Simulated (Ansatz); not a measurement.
C5H7N can be A, `C#CC(N)C=C`, or B, `CC1=CN=CC1`.

Calculated with Ansatz (gas phase, PBE0-D4/def2-TZVP geometries, no zero-point term in ΔE). CBS: MP2 limit from def2 TZ/QZ plus the TZ coupled-cluster correction, frozen cores. DFT in def2-TZVPP. B3LYP here is the variant with VWN-RPA as its local correlation; programs differ in this. Each species was taken in one conformer, which may not be the lowest.

(1) Which isomer does CCSD(T)/CBS put lower? Give the gap. (Estimate.)

(2) Give E(B) − E(A) in kcal/mol with PBE-D4, B3LYP-D4, HF/def2-TZVPP, r2SCAN-D4, CCSD/def2-TZVPP, ωB97M-V, CCSD(T)/def2-TZVPP. (Estimate.)

Largest T1 diagnostic: 0.012.

Answers

(1) Ansatz gave: B, by 40.7 kcal/mol.

(2) Computed: PBE-D4 -47.6, B3LYP-D4 -42.1, HF/def2-TZVPP -38.0, r2SCAN-D4 -46.8, CCSD/def2-TZVPP -40.7, ωB97M-V -43.1, CCSD(T)/def2-TZVPP -41.6. None reverses the order clearly.

In def2-TZVPP, CCSD(T) changes the Hartree–Fock value by −3.6 kcal/mol (the triples alone add −0.9 kcal/mol) and MP2 by −4.2 kcal/mol. The D4 term adds −0.8 kcal/mol with B3LYP and −0.4 kcal/mol with PBE0; it sums over pairs of atoms, weighted by their polarisabilities, and B3LYP, whose exchange is more repulsive, gets the larger term.
